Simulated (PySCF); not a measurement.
**Mg3: from structure and modes to constants**

All numbers come from PBE0/[Mg def2-TZVP], no relativity, density fitting, PySCF.

The singlet minimum has D3h symmetry. Masses (u): Mg 23.98504.

```xyz
3
charge 0 multiplicity 1, angstrom
Mg    0.9518    1.6487    0.0000
Mg   -1.9037    0.0000    0.0000
Mg    0.9518   -1.6487    0.0000
```

Harmonic wavenumbers (cm⁻¹): 125.1 (e', ×2), 134.2 (a1', ×1).

(1) What is the harmonic zero-point energy?

(2) Give the standard entropy (298.15 K, 1 bar) by its translational, rotational, vibrational and spin parts, and Cp.

## Answers

(1) Half the sum of all 3 wavenumbers, 384/2 = 192 cm⁻¹, which is 2.3 kJ/mol (1 cm⁻¹ = 0.0119627 kJ/mol).

(2) Sackur–Tetrode with M = 71.96 u gives 162.2; rotation with symmetry number 6 gives 97.2; vibration 37.3; spin R ln 1 = 0.0. The total is 296.8 J/(mol K), and Cp = 4 R + 24.2 = 57.4 J/(mol K).

Only a few start shapes were tried, so a lower isomer may exist.
